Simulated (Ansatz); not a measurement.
**How the elastic constant C12 of solid bromine moves with the method**

No measured value is used here.

```json
[
 {"level (code)": "LDA (Ansatz)", "value (GPa)": "6.53", "cell (Å³/atom)": "27.50"},
 {"level (code)": "PBEsol (Ansatz)", "value (GPa)": "1.89", "cell (Å³/atom)": "30.91"},
 {"level (code)": "r²SCAN (Ansatz)", "value (GPa)": "3.48", "cell (Å³/atom)": "33.09"}
]
```

LDA: LDA has no dispersion term either, though it tends to give short spacings of layers, chains or molecules. PBEsol, r²SCAN: the cell comes from a level without a dispersion term, which matters for the spacing of layers, chains or molecules. Each level is taken at its own relaxed cell. Cutoffs differ between the levels. Ansatz's density-functional and Hartree–Fock values are scalar-relativistic unless marked +SOC, with PAW data made under PBE.

Ansatz is a first-principles code.
